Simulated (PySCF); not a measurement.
## NH3: one-bond stretch

Computed with r2SCAN/[N def2-TZVP, H def2-TZVP], no relativity, density fitting, PySCF.

Rigid scan from the singlet minimum (N–H 1.014 Å (×3); H–N–H 106.6° (×3)). Coordinate: the bond from N to the last atom (H) scaled, the rest fixed. Energies in kJ/mol from the minimum.

**Question.** Predict the curve at 0.92, 0.96, 1.00, 1.05, 1.12, 1.20, 1.35, 1.55, 1.80, 2.20.

**Answer.** 
```
scale of one bond  E (kJ/mol)  dipole size (D)
             0.92        16.6             1.72
             0.96         3.8             1.72
             1.00         0.0             1.71
             1.05         4.9             1.71
             1.12        24.4             1.70
             1.20        58.2             1.69
             1.35       136.6             1.67
             1.55       244.8                –
             1.80       362.7                –
             2.20       498.5                –
```

At long bonds a restricted determinant can lie too high, and another spin state can fall below this curve.

Other isomers or separated fragments may lie lower.

The scan took 7.4 s on 2 threads of a shared Intel Xeon 6975P-C (Granite Rapids) host; the process peaked at 0.61 GiB.
